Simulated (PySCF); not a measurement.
Gas-phase reaction: 2 Al(CH3)2NH2 + C4H6 (butadiene) = 2 Al + N2H2 + 4 C2H5

Method: PySCF energies plus ideal-gas RRHO corrections (1 bar). † marks an energy on the PBE0/def2-TZVP geometry and frequencies; other levels use their own. MP2 and CCSD(T) freeze the core. 6-31G* has spherical d functions here. Open shells (unrestricted): Al (multiplicity 2), C2H5 (multiplicity 2); the rest are closed-shell singlets. Spin-orbit splitting is ignored; it lowers the true energy and changes the entropy of Al. B3LYP is the form with VWN-RPA correlation. Al(CH3)2NH2: computed as isolated molecules; such fragments, hydroxides, amides, oligomers or adducts are transient or little studied in the gas. MP2 isn't extrapolated to the basis-set limit. CCSD(T) isn't extrapolated to the basis-set limit.

```tsv
level	ΔH°(298 K), kJ
B3LYP/6-31G*	[?]
CCSD(T)/def2-SVP†	[?]
HF/6-31G*	1032
HF/def2-TZVP†	1103
M06-2X/def2-TZVP†	1524
MP2/def2-SVP†	1460
PBE/def2-TZVP†	1429
PBE0/def2-QZVP†	[?]
PBE0/def2-TZVP	[?]
ωB97X-V/def2-TZVP†	1488
```

Q: What belongs in the gaps?

A: 
- B3LYP/6-31G*, ΔH°(298 K), kJ: 1335
- CCSD(T)/def2-SVP†, ΔH°(298 K), kJ: 1376
- PBE0/def2-QZVP†, ΔH°(298 K), kJ: 1434
- PBE0/def2-TZVP, ΔH°(298 K), kJ: 1423
